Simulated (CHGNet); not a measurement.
**Tetradymite Bi2Te3**

These are the machine-learned potential CHGNet-r²SCAN (trained on r²SCAN data) values and carry that method's errors.

Cell (relaxed at this level):

```yaml
crystal:
  lattice:
    - [2.18702, 1.26268, 11.61677]
    - [-2.18702, 1.26268, 11.61677]
    - [0.00000, -2.52535, 11.61677]
  atoms:
    - { symbol: Bi, position: [0.39243, 0.39243, 0.39243] }
    - { symbol: Bi, position: [0.60757, 0.60757, 0.60757] }
    - { symbol: Te, position: [0.00000, 0.00000, 0.00000] }
    - { symbol: Te, position: [0.22368, 0.22368, 0.22368] }
    - { symbol: Te, position: [0.77632, 0.77632, 0.77632] }
```

| Property | Value |
|---|---|
| lattice constant a | 4.374 Å |
| c axis length | 34.850 Å |

Measured, for comparison: lattice constant a 4.386 Å, lattice parameter c 30.497 Å (temperature not stated, no zero-point or thermal correction; as tabulated in Luo et al. (2012), arXiv:1308.1523). Computed (rounded) less measured: lattice constant a -0.3 %, lattice parameter c +14.3 %.

A machine-learned potential is trained on density-functional data: it inherits that level's misses and adds fitting errors of its own.

Note: elastic tensor is asymmetric by over 3 %: noisy; the model's c/a of 7.97 is far from the 6.96 of the starting cell; this model's volume lies 14 % above that of the starting cell (a measured, published or database cell).
